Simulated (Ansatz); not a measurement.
**SiPH4 (SMILES [SiH2]P) at 6 levels**

Aim: a comparison of 6 runs (UHF/STO-3G, U-r2SCAN0/STO-3G, U-wB97X/STO-3G, UPBE/STO-3G, UPBE0/STO-3G, UCCSDT(Q)/STO-3G) of SiPH4. 

Program for the calculation: Ansatz 0.2.0.

47 further runs of the same task are left out: 47 set aside as unsound or not needed.

### 1 The structure to begin with

SiPH4 has 6 atoms, charge 0, and is taken as a doublet. SMILES: `[SiH2]P`. The H3–Si1 distance was set to 2.933 Å, away from the relaxed value. At this shape a bond of the SMILES string is far longer than usual.

Bond lengths: Si1–P2 2.220 Å, Si1–H4 1.466 Å, P2–H5 1.384 Å, P2–H6 1.384 Å. Angles: Si1–P2–H5 96.4°, Si1–P2–H6 96.4°, P2–Si1–H4 109.7°, H5–P2–H6 92.6°.

### 2 A single-point energy at UHF/STO-3G (run 1)

The input, input.yaml:

```yaml
crystal:
  periodic: [false, false, false]
  atoms:
    - symbol: Si
      position_ang: [0.554660, -0.247540, -1.297239]
    - symbol: P
      position_ang: [0.088970, 1.908580, -1.050359]
    - symbol: H
      position_ang: [-0.300620, -1.724700, 1.087920]
    - symbol: H
      position_ang: [-0.151620, -0.775730, -2.468879]
    - symbol: H
      position_ang: [0.862320, 2.355730, -2.107879]
    - symbol: H
      position_ang: [1.084490, 2.176560, -0.126449]
basis:
  gaussian:
    orbitals: STO-3G
hamiltonian:
  xc: hf
magnetization:
  spin_polarized: true
  initial_magnetization: 1
accuracy: high
```

Launch:

```
ansatz run input.yaml --threads 1 --pin off --max-ram 2610MiB --events-out events.jsonl --progress --plain --runs-dir runs
```

The program printed:

```text
Warning: RAYON_NUM_THREADS=1 ignored (pool sized by the plan → 1); use --threads N
Functional definition: HF
  name "HF"
  exchange = exact_x
  correlation = 0
389 factors; integrals over basis functions are off by at most 4.2e-9 eV
mean field evaluation 1: about -16990.2155 eV, gradient 1.0e1 eV
mean field evaluation 2: about -16990.2441 eV, gradient 1.0e1 eV
mean field evaluation 4: about -16994.5905 eV, gradient 5.4e0 eV
mean field evaluation 8: about -16995.5133 eV, gradient 5.8e0 eV
mean field evaluation 16: about -16997.4993 eV, gradient 3.0e-5 eV
mean field evaluation 32: about -16992.4888 eV, gradient 2.2e0 eV
mean field evaluation 64: about -16996.0059 eV, gradient 6.1e-1 eV
mean field evaluation 96: about -16993.9254 eV, gradient 6.6e-6 eV
mean field -16997.49931590 eV, -624.6465785403 hartree, gradient 7.3e-8 eV, S^2 1.151809; 5 other end points of the search recorded, 0 dependent functions left out
reference -16997.49931590 eV, -624.6465785403 hartree; 17, 16 occupied and 5, 6 virtual orbitals, 389 factors
Total energy: -16997.49931590 eV, -624.6465785403 hartree
```

It took 0.28 s on 1 thread of AMD EPYC 9R14 (Zen 4), shared host.

### 3 The energy at U-r2SCAN0/STO-3G (run 2)

The input, run.yaml:

```yaml
crystal:
  periodic: [false, false, false]
  atoms:
    - {symbol: Si, position_ang: [0.554660, -0.247540, -1.297239]}
    - {symbol: P, position_ang: [0.088970, 1.908580, -1.050359]}
    - {symbol: H, position_ang: [-0.300620, -1.724700, 1.087920]}
    - {symbol: H, position_ang: [-0.151620, -0.775730, -2.468879]}
    - {symbol: H, position_ang: [0.862320, 2.355730, -2.107879]}
    - {symbol: H, position_ang: [1.084490, 2.176560, -0.126449]}
basis:
  gaussian:
    orbitals: STO-3G
magnetization:
  spin_polarized: true
  initial_magnetization: 1
hamiltonian:
  xc: {name: r2SCAN0}
accuracy: high
```

Launch:

```
ansatz run run.yaml --threads 1 --pin off --max-ram 2610MiB --events-out events.jsonl --progress --plain --runs-dir runs
```

The program printed:

```text
Warning: RAYON_NUM_THREADS=1 ignored (pool sized by the plan → 1); use --threads N
Functional definition: r2SCAN0
  name "r2SCAN0"
  parameter a = 0.25
  parameter k0 = 0.174
  parameter k1 = 0.065
  parameter a1 = 4.9479
  exchange = (1 - a)*r2scan_x(k0 = k0, k1 = k1, a1 = a1) + a*exact_x
  correlation = r2scan_c
389 factors; integrals over basis functions are off by at most 4.2e-9 eV
mean field evaluation 1: about -17020.7728 eV, gradient 1.3e1 eV
mean field evaluation 2: about -17013.9039 eV, gradient 1.4e1 eV
mean field evaluation 4: about -17025.7790 eV, gradient 7.7e0 eV
mean field evaluation 8: about -17026.0713 eV, gradient 6.0e0 eV
mean field evaluation 16: about -17027.8372 eV, gradient 2.7e-4 eV
mean field -17027.83719387 eV, -625.7614749922 hartree, gradient 2.3e-8 eV, S^2 1.051755; 1 other end points of the search recorded, 0 dependent functions left out
reference -17027.83719474 eV, -625.7614750242 hartree; 17, 16 occupied and 5, 6 virtual orbitals, 389 factors
Total energy: -17027.83719474 eV, -625.7614750242 hartree
```

It took 5.4 s on 1 thread of AMD EPYC 9R14 (Zen 4), shared host; peak memory 0.27 GiB.

Runs 3 to 5 aren't shown in full; the table further down has their settings and results.

### 4 A single-point energy at UCCSDT(Q)/STO-3G (run 6)

input.yaml, as its differences from that of step 2:

```diff
@@ -16,9 +16,6 @@
 basis:
-  gaussian:
-    orbitals: STO-3G
-hamiltonian:
-  xc: hf
-magnetization:
-  spin_polarized: true
-  initial_magnetization: 1
+  gaussian: {orbitals: STO-3G}
+magnetization: {spin_polarized: true, initial_magnetization: 1}
+correlation: {method: ccsdt_q, frozen_orbitals: {H: 0, P: 5, Si: 5}}
 accuracy: high
+scf: {omitted_lower_state_checks: [cluster_reference, increment]}
```

Launch:

```
ansatz run input.yaml --threads 1 --pin off --max-ram 2610MiB --events-out events.jsonl --progress --plain --runs-dir runs
```

The program printed:

```text
Warning: RAYON_NUM_THREADS=1 ignored (pool sized by the plan → 1); use --threads N
[... 14 lines left out ...]
10 core orbitals not correlated: weight in the atoms' cores, before any rotation towards them, 1.000 or more for the frozen orbitals, at most 0.000 for the correlated occupied ones
[... 49 lines left out ...]
Total energy: -16999.95826580 eV, -624.7369432824 hartree
Checks for a lower state left out: cluster_reference, increment
```

Wall time 1.1 s (1 thread of AMD EPYC 9R14 (Zen 4), shared host).

### 5 All runs side by side

```csv
run,level,frozen core orbitals,energy (Eh),⟨S²⟩,wall time
1,UHF/STO-3G,–,-624.646579,1.152,0.28 s
2,U-r2SCAN0/STO-3G,–,-625.761475,1.052,5.4 s
3,U-wB97X/STO-3G,–,-625.771759,0.948,8.1 s
4,UPBE/STO-3G,–,-625.451183,0.911,2 s
5,UPBE0/STO-3G,–,-625.548039,0.973,1.9 s
6,UCCSDT(Q)/STO-3G,10,-624.736943,1.152,1.1 s
```

### 6 Outcome

| quantity | value |
| --- | --- |
| run 6: total energy | -624.73694 Eh |
| run 6: correlation energy (10 core orbitals frozen) | -90.4 mEh |
| run 6: ⟨S²⟩ of the reference determinant | 1.152 |
| run 6: T1 diagnostic | 0.056 |

In words: Totals of different functionals can't be ranked against each other. In runs 1, 2, 3, 4, 5, 6 the basis is minimal, so the values are rough. Spin contamination of the reference: run 1 ⟨S²⟩ = 1.15, run 6 ⟨S²⟩ = 1.15, run 2 ⟨S²⟩ = 1.05, run 5 ⟨S²⟩ = 0.97, run 3 ⟨S²⟩ = 0.95, run 4 ⟨S²⟩ = 0.91. All runs together took 19 s, the longest 8.1 s.
